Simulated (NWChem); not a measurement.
# P2H2 (phosphanylidenephosphane): levels of theory compared

We compute a comparison of 5 runs (HF/STO-3G, HF/3-21G, SVWN5/6-31G, PBE0/def2-SVP, wB97X/def2-SVPD) of P2H2 (phosphanylidenephosphane). 

The calculation is run with NWChem 7.3.0.

## 1. Starting point

The species is P2H2 (4 atoms), meant as a singlet with charge 0. As SMILES, `[H]/P=P/[H]`. Geometry: relaxed at GFN2-xTB.

Bond lengths: P1–P2 2.016 Å, P1–H3 1.403 Å, P2–H4 1.403 Å. Angles: P1–P2–H4 94.8°, P2–P1–H3 94.8°.

## 2. Energy and forces at HF/STO-3G (run 1)

Input file struct.xyz:

```xyz
4

P     -0.024370    -1.003630     0.088350
P      0.024420     1.003540    -0.088260
H      1.037260    -1.067570     1.003320
H     -1.037310     1.067660    -1.003410
```

Input file run.py:

```python
from ase.io import read
from ase.calculators.nwchem import NWChem

mol = read('struct.xyz')

calc = NWChem(
    label='struct',
    theory='scf',
    memory='2200 mb',
    basis='STO-3G',
    basispar='spherical bse',
    scf={'nopen': '0', 'rhf': None, 'thresh': '1e-08', 'maxiter': '80'},
)
mol.calc = calc

forces = mol.get_forces()
print("Total energy (eV):", round(mol.get_potential_energy(), 6))
print("forces (eV/A):")
for s, f in zip(mol.symbols, forces):
    print(f"{s:2s} {f[0]:10.5f} {f[1]:10.5f} {f[2]:10.5f}")
print("dipole (e A):", mol.get_dipole_moment().round(4))
```

Started as:

```console
$ export ASE_NWCHEM_COMMAND="nwchem PREFIX.nwi > PREFIX.nwo"
$ python run.py
```

What it wrote:

```text
Total energy (eV): -18365.515077
forces (eV/A):
P     0.48198    2.05261    0.18882
P    -0.48640   -2.05174   -0.19299
H    -0.36654   -0.04109   -0.30889
H     0.37096    0.04026    0.31306
dipole (e A): [ 0. -0.  0.]
```

The calculator wrote struct.nwi:

```
title "struct"

permanent_dir struct

scratch_dir struct

start struct

geometry units angstrom nocenter noautosym noautoz
  P  -2.4369999999999999e-02 -1.0036300000000000e+00 8.8349999999999998e-02
  P  2.4420000000000001e-02 1.0035400000000001e+00 -8.8260000000000005e-02
  H  1.0372600000000001e+00 -1.0675699999999999e+00 1.0033200000000000e+00
  H  -1.0373100000000000e+00 1.0676600000000001e+00 -1.0034099999999999e+00
end

memory 2200 mb

basis spherical bse noprint
   * library STO-3G
end

scf
  nopen 0
  rhf
  thresh 1e-08
  maxiter 80
end

task scf gradient
```

struct.nwo:

```text
Northwest Computational Chemistry Package (NWChem) 7.3.0
             --------------------------------------------------------

           Job information
           ---------------

    nwchem branch   = 7.3.0
    use scalapack   = T
    input           = struct.nwi
    prefix          = struct.
    data base       = struct/struct.db
    status          = startup
    nproc           =        1

           Memory information
           ------------------

    heap     =     72089596 doubles =      550.0 Mbytes
    stack    =     72089601 doubles =      550.0 Mbytes
    global   =    144179200 doubles =     1100.0 Mbytes (distinct from heap & stack)
    total    =    288358397 doubles =     2200.0 Mbytes
    verify   = yes
    hardfail = no

[... 118 lines left out ...]
 Convergence threshold     :          1.000E-08
[... 11 lines left out ...]
       Final RHF  results
[... 3 lines left out ...]
      One-electron energy =  -1093.516493331782
[... 1 line left out ...]
 Nuclear repulsion energy =     76.759462055470
[... 28 lines left out ...]
                       ROHF Final Molecular Orbital Analysis
[... 149 lines left out ...]
  wavefunction    =   RHF

                         RHF ENERGY GRADIENTS

    atom               coordinates                        gradient
                 x          y          z           x          y          z
   1 P      -0.046053  -1.896586   0.166957   -0.009373  -0.039917  -0.003672
   2 P       0.046147   1.896416  -0.166787    0.009459   0.039900   0.003753
   3 H       1.960137  -2.017415   1.896000    0.007128   0.000799   0.006007
   4 H      -1.960232   2.017585  -1.896170   -0.007214  -0.000783  -0.006088

                 ----------------------------------------
                 |  Time  |  1-e(secs)   |  2-e(secs)   |
                 ----------------------------------------
                 |  CPU   |       0.00   |       0.03   |
                 ----------------------------------------
                 |  WALL  |       0.00   |       0.03   |
                 ----------------------------------------

 Task  times  cpu:        0.2s     wall:        0.2s
 Total times  cpu:        0.2s     wall:        0.2s
```

Run time: 1 s. Hardware: 1 thread of AMD EPYC 9R45 (Zen 5), shared host; peak memory 0.099 GiB.

## 3. Energy and forces at HF/3-21G (run 2)

Input file test.nw:

```
start test
title "phosphanylidenephosphane"
memory total 2200 mb

geometry noautosym nocenter noautoz
 P     -0.024370    -1.003630     0.088350
 P      0.024420     1.003540    -0.088260
 H      1.037260    -1.067570     1.003320
 H     -1.037310     1.067660    -1.003410
end

basis "ao basis" spherical bse
 P library 3-21G
 H library 3-21G
end

scf
 singlet
 rhf
 thresh 1e-08
 maxiter 80
end

task scf gradient
```

Started as:

```console
$ nwchem test.nw > test.out
```

What it wrote:

```text
[...]
  functions       =    30
[...]
  wavefunction    = RHF
[...]
         Total SCF energy =   -679.098791837960
      One-electron energy =  -1092.829910332301
      Two-electron energy =    336.971656438872
 Nuclear repulsion energy =     76.759462055470
        Time for solution =      0.2s
[...]
                         RHF ENERGY GRADIENTS
    atom               coordinates                        gradient
                 x          y          z           x          y          z
   1 P      -0.046053  -1.896586   0.166957    0.001750   0.035931  -0.002410
   2 P       0.046147   1.896416  -0.166787   -0.001684  -0.035943   0.002471
   3 H       1.960137  -2.017415   1.896000   -0.007399   0.006771  -0.007067
   4 H      -1.960232   2.017585  -1.896170    0.007333  -0.006759   0.007005
[...]
```

Wall time 0.78 s (1 thread of AMD EPYC 9R45 (Zen 5), shared host); peak memory 0.1 GiB.

Runs 3 to 4 aren't shown in full; the table further down has their settings and results.

## 4. Energy and forces at wB97X/def2-SVPD (run 5)

Input file run.py:

```python
from ase import Atoms
from ase.calculators.nwchem import NWChem

mol = Atoms(['P', 'P', 'H', 'H'], positions=[
    [-0.024370, -1.003630, 0.088350],
    [0.024420, 1.003540, -0.088260],
    [1.037260, -1.067570, 1.003320],
    [-1.037310, 1.067660, -1.003410],
])

calc = NWChem(
    label='struct',
    theory='dft',
    memory='2200 mb',
    basis='def2-SVPD',
    basispar='spherical bse',
    dft={'xc': 'wb97x', 'mult': '1', 'grid': 'xfine', 'convergence': 'energy 1e-08', 'iterations': '100', 'mulliken': None},
)
mol.calc = calc

forces = mol.get_forces()
e = mol.get_potential_energy()
print(f"E = {e:.6f} eV")
print("forces (eV/A):")
for s, f in zip(mol.symbols, forces):
    print(f"{s:2s} {f[0]:10.5f} {f[1]:10.5f} {f[2]:10.5f}")
print("dipole (e A):", mol.get_dipole_moment().round(4))
```

Started as:

```console
$ export ASE_NWCHEM_COMMAND="nwchem PREFIX.nwi > PREFIX.nwo"
$ python run.py
```

What it wrote:

```text
E = -18603.154263 eV
forces (eV/A):
P    -0.44747    0.21911   -0.40665
P     0.44393   -0.21870    0.40341
H     0.44316   -0.01820    0.38109
H    -0.43961    0.01779   -0.37790
dipole (e A): [ 0. -0.  0.]
```

The calculator wrote struct.nwi:

```
title "struct"

permanent_dir struct

scratch_dir struct

start struct

geometry units angstrom nocenter noautosym noautoz
  P  -2.4369999999999999e-02 -1.0036300000000000e+00 8.8349999999999998e-02
  P  2.4420000000000001e-02 1.0035400000000001e+00 -8.8260000000000005e-02
  H  1.0372600000000001e+00 -1.0675699999999999e+00 1.0033200000000000e+00
  H  -1.0373100000000000e+00 1.0676600000000001e+00 -1.0034099999999999e+00
end

memory 2200 mb

basis spherical bse noprint
   * library def2-SVPD
end

dft
  xc wb97x
  mult 1
  grid xfine
  convergence energy 1e-08
  iterations 100
  mulliken
end

task dft gradient
```

struct.nwo:

```text
Northwest Computational Chemistry Package (NWChem) 7.3.0
             --------------------------------------------------------

           Job information
           ---------------

    nwchem branch   = 7.3.0
    use scalapack   = T
    input           = struct.nwi
    prefix          = struct.
    data base       = struct/struct.db
    status          = startup
    nproc           =        1

           Memory information
           ------------------

    heap     =     72089594 doubles =      550.0 Mbytes
    stack    =     72089599 doubles =      550.0 Mbytes
    global   =    144179200 doubles =     1100.0 Mbytes (distinct from heap & stack)
    total    =    288358393 doubles =     2200.0 Mbytes
    verify   = yes
    hardfail = no

[... 90 lines left out ...]
  convergence criterion.
[... 45 lines left out ...]
          Spatial weights used:  Erf1
[... 67 lines left out ...]
         Total DFT energy =     -683.653315073959
[... 3 lines left out ...]
 Nuclear repulsion energy =       76.759462055470
[... 530 lines left out ...]
          Convergence on gradient requested:  5.00D-04
[... 31 lines left out ...]
          total energy or number of iterations.
[... 32 lines left out ...]
                         DFT ENERGY GRADIENTS

    atom               coordinates                        gradient
                 x          y          z           x          y          z
   1 P      -0.046053  -1.896586   0.166957    0.008702  -0.004261   0.007908
   2 P       0.046147   1.896416  -0.166787   -0.008633   0.004253  -0.007845
   3 H       1.960137  -2.017415   1.896000   -0.008618   0.000354  -0.007411
   4 H      -1.960232   2.017585  -1.896170    0.008549  -0.000346   0.007349

                 ----------------------------------------
                 |  Time  |  1-e(secs)   |  2-e(secs)   |
                 ----------------------------------------
                 |  CPU   |       0.00   |       2.88   |
                 ----------------------------------------
                 |  WALL  |       0.00   |       2.88   |
                 ----------------------------------------

 Task  times  cpu:       14.2s     wall:       14.2s
 Total times  cpu:       14.2s     wall:       14.2s
```

Run time: 15 s. Hardware: 1 thread of AMD EPYC 9R45 (Zen 5), shared host; peak memory 0.12 GiB.

## 5. All runs side by side

```
run            level  iteration cap  module  energy (Eh)  dipole moment (D)  HOMO energy (eV)  LUMO energy (eV)  wall time
  1        HF/STO-3G             80     scf  -674.920236               0.00             -5.86              4.98        1 s
  2         HF/3-21G             80     scf  -679.098792               0.00             -9.92             -0.10     0.78 s
  3      SVWN5/6-31G            100     dft  -681.240819                  –                 –                 –      2.4 s
  4    PBE0/def2-SVP            100     dft  -683.401859               0.00             -7.36             -2.81      3.6 s
  5  wB97X/def2-SVPD            100     dft  -683.653315               0.00             -9.67             -0.84       15 s
```

## 6. Outcome

| quantity | value |
| --- | --- |
| run 5: total energy | -683.65332 Eh |
| run 5: dipole moment | 0.00 D |
| run 5: HOMO energy | -9.67 eV |
| run 5: LUMO energy | -0.84 eV |
| run 5: HOMO–LUMO gap | 8.83 eV |
| run 5: largest force on an atom | 0.643 eV/Å |

**Reading.** Over runs 1, 2, 4, 5 the HOMO–LUMO gap runs from 4.55 eV (PBE0/def2-SVP) to 10.84 eV (HF/STO-3G). The two ends differ in method and basis. Totals of different functionals can't be ranked against each other. In run 1 the basis is minimal, so the values are rough. All runs together took 23 s, the longest 15 s.
